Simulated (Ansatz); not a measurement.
Isolated molecules relaxed with PBE0-D4/def2-TZVP in Ansatz; ΔE leaves out vibrations. CBS: MP2 limit from def2 TZ/QZ plus the TZ coupled-cluster correction, frozen cores. This one scheme is used for every species. DFT in def2-TZVPP. B3LYP here is the variant with VWN-RPA as its local correlation; programs differ in this. Each species was taken in one conformer, which may not be the lowest.

Reaction (substitution at a C–S bond): `C#CS` + `CC(N)=O` → `C#CNC(C)=O` + H₂S

Problem. Is it downhill or uphill in electronic energy at CCSD(T)/CBS, and by how much? (An estimate is asked.)

Solution. Computed: Uphill: ΔE = +0.25 eV.

Problem. What do these levels give: PBE0-D4, B3LYP-D4, ωB97X-V, ωB97M-V, r2SCAN, B3LYP, HF/def2-TZVPP, MP2/def2-TZVPP, CCSD/def2-TZVPP, CCSD(T)/def2-TZVPP, SCS-MP2/def2-QZVPP, CCSD/CBS(def2)? (An estimate is asked.)

Solution. Ansatz gave: PBE0-D4 0.23, B3LYP-D4 0.22, ωB97X-V 0.23, ωB97M-V 0.24, r2SCAN 0.26, B3LYP 0.25, HF/def2-TZVPP 0.21, MP2/def2-TZVPP 0.26, CCSD/def2-TZVPP 0.22, CCSD(T)/def2-TZVPP 0.23, SCS-MP2/def2-QZVPP 0.27, CCSD/CBS(def2) 0.24 eV.

Largest T1 diagnostic among the species: 0.015.
